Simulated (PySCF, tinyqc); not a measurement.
Orbital energy against energy difference: ionisation energy by orbital energies and by energy differences in the 6-31g basis, for Li2, spin multiplicity 1. Computed by the program tinyqc with PySCF. The cation is unrestricted; errors are against CCSD(T) in this basis, not against experiment.

Geometry (angstrom):
```
atom,x,y,z
Li,0.0000,0.0000,0.0000
Li,0.0000,0.0000,2.6300
```

CCSD(T) difference in the same basis = 5.1234 eV

IP-EOM-CCSD = 5.1229 eV

First vertical ionisation energy (eV):
```
method,-e(HOMO),E(cation) - E,error of -e(HOMO),error of the difference
HF,4.866,4.37806,-0.257,-0.745
LDA,3.174,5.35486,-1.950,0.231
B3LYP,3.617,5.39305,-1.507,0.270
PBE0,3.739,5.27160,-1.384,0.148
CAM-B3LYP,4.582,5.34952,-0.541,0.226
LC-wPBE,5.459,5.20630,0.336,0.083
```

Estimate the missing row, method = PBE.

Computed row:
```
method  -e(HOMO)  E(cation) - E  error of -e(HOMO)  error of the difference
PBE        3.179        5.33177             -1.944                    0.208
```

Koopmans errs by -0.26 eV and Delta-HF by -0.75 eV: relaxation, 0.49 eV, lowers the value and the missing correlation difference works against it. The PBE level is off by -1.9 eV through the wrong tail of its potential, though its energy difference is off by +0.21 eV; exact exchange deepens the level, and among the orbital energies HF comes closest; among the differences LC-wPBE does. The restricted reference is unstable here: a spin-polarised solution lies 0.0009 hartree lower (PySCF), so results built on it describe a poor reference.
